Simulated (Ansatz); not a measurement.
This script drives Ansatz's Python interface.

The script, `c5h10s_conformers.py`:
```python
# -*- coding: utf-8 -*-
"""Conformer energies of C5H10S."""

import ansatz as az
from rdkit import Chem
from rdkit.Chem import AllChem

rd = Chem.AddHs(Chem.MolFromSmiles("C=CSCCC"))
ids = list(AllChem.EmbedMultipleConfs(rd, numConfs=20, randomSeed=534, pruneRmsThresh=0.4))
field = [energy for _, energy in AllChem.MMFFOptimizeMoleculeConfs(rd)]
distinct = {round(e, 2): i for i, e in zip(ids, field)}
chosen = sorted(distinct.items())[:3]
found = []
for force_field, index in chosen:
    c5h10s = az.Crystal.molecule()
    for atom, xyz in zip(rd.GetAtoms(), rd.GetConformer(index).GetPositions()):
        c5h10s = c5h10s.atom(atom.GetSymbol(), xyz.round(5).tolist())
    calc = c5h10s.calculation()
    calc = calc.basis(gaussian="def2-SVP")
    calc = calc.functional("b3lyp")
    found.append(calc.run(threads=1).report["free_energy_ev"])
print("conformer   MMFF (kcal/mol)   this level (kJ/mol)")
for (force_field, index), e in zip(chosen, found):
    print(f"{index:9d} {force_field - chosen[0][0]:17.2f} {96.485332 * (e - min(found)):17.3f}")
```

It is started by `python c5h10s_conformers.py`. Estimate its wall time and peak memory on 1 thread of Arm Neoverse V1, on a shared host.

It took about 18 s, with a peak of 0.41 GiB, for 3 runs of the engine.

Output of `python c5h10s_conformers.py`:
```text
conformer   MMFF (kcal/mol)   this level (kJ/mol)
        7              0.00             0.666
       11              0.26             1.739
        8              0.65             0.000
```

Notes:
- The settings weren't tested for convergence.
- The conformers keep their force-field geometries.
- b3lyp holds the VWN-RPA fit, as in Gaussian; the form of ORCA and Turbomole is b3lyp5.
